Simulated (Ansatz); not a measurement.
# BH₂− (triplet): the correlation ladder at distance B1–H2 = 4.205 Å, aug-cc-pVDZ

How much of the correlation energy of BH₂− (triplet) does each wave-function method recover here?

Method: aug-cc-pVDZ, core rule «outside noble gas», up to 1 orbitals frozen; program: Ansatz 0.2.0, Gaussian basis.

To be run: UHF; CCSD(T) on ROHF; CCSD(T) on UHF; BCCD(T) on ROHF; CISD; CCSDT(Q) on ROHF; CCSDT(Q) on UHF; CCSDTQ on ROHF; CASSCF and MRCISD+Q, 4 electrons in 4 orbitals; CASSCF and NEVPT2, 4 electrons in 4 orbitals; CASSCF and MRCISD+Q, 6 electrons in 6 orbitals; CASSCF and NEVPT4(SD), 6 electrons in 6 orbitals; CASSCF and NEVPT2, 6 electrons in 6 orbitals; Full CI.

## (1) The system

The geometry derives from a PBE0/def2-TZVPD stationary point (not a proven minimum). One bond is set to the value named and the two fragments are kept rigid.

3 atoms, charge -1, spin multiplicity 3.

Atoms are counted from 1 here; the program's logs count them from 0.

Bond lengths: B1–H3 1.209 Å.

## (2) UHF

Contents of in.yaml:

```yaml
crystal:
  periodic: [false, false, false]
  atoms:
    - {symbol: B, position_ang: [0.000000, -0.183350, 0.212433]}
    - {symbol: H, position_ang: [0.000000, 1.628844, -3.582033]}
    - {symbol: H, position_ang: [0.000000, 0.337734, 1.303506]}
basis:
  gaussian: {orbitals: aug-cc-pVDZ}
total_charge: -1
magnetization: {spin_polarized: true, initial_magnetization: 2}
hamiltonian: {xc: hf}
output: {orbitals: {seedname: orbitals}}
```

Started as:

```
ansatz run in.yaml --threads 1 --pin off --events-out ev --progress --plain --max-ram 4096MiB --backend cpu
```

Further steps of the session: CCSD(T) on ROHF; CCSD(T) on UHF; BCCD(T) on ROHF; CISD; CCSDT(Q) on ROHF; CCSDT(Q) on UHF; CCSDTQ on ROHF; CASSCF and MRCISD+Q, 4 electrons in 4 orbitals; CASSCF and NEVPT2, 4 electrons in 4 orbitals; CASSCF and MRCISD+Q, 6 electrons in 6 orbitals; CASSCF and NEVPT4(SD), 6 electrons in 6 orbitals; CASSCF and NEVPT2, 6 electrons in 6 orbitals; Full CI.

Q: Predict the results of all the runs planned. Wanted: FCI from the RHF energy; RMP2 from FCI; UMP2 from FCI; RCCSD from FCI; RCCSD(T) from FCI; UCCSD(T) from FCI; RCCSDT(Q) from FCI; UCCSDT(Q) from FCI; NEVPT2 valence from FCI.

As calculated:

| quantity | value |
| --- | --- |
| FCI from the ROHF energy | -3.0144 eV |
| RMP2 from FCI | +835.2 meV |
| UMP2 from FCI | +947.6 meV |
| RCCSD from FCI | +151.9 meV |
| RCCSD(T) from FCI | +54.3 meV |
| UCCSD(T) from FCI | +60.1 meV |
| RCCSDT(Q) from FCI | +3.0 meV |
| UCCSDT(Q) from FCI | +1.8 meV |
| NEVPT2 valence from FCI | +800.6 meV |
| NEVPT4(SD) valence from FCI | +218.3 meV |
| MRCISD+Q valence from FCI | +51.0 meV |
| levels within 1 kcal/mol (43 meV) | RCCSDT, UCCSDT, RCCSDT(Q), UCCSDT(Q), RCCSDTQ |
| T1 diagnostic | 0.040 |
| effectively unpaired electrons | 2.13 |

In words: RCCSD(T) lands +54.3 meV from the yardstick (1.8 % of the correlation energy). The occupations are near whole numbers, but T1 = 0.040 shows that the orbitals relax strongly. Of the multireference levels listed MRCISD+Q valence comes nearest in total energy (+51.0 meV), which doesn't show that its space is the better one. These misses are within one basis, not against nature; the frozen cores of restricted and unrestricted runs differ, which can shift their rows.

Levels on UHF freeze UHF's core orbitals, full CI those of ROHF, so the U rows can settle a little off it for that reason alone.

With open shells the CI space here admits some triples and quadruples, so it is larger than plain CISD.
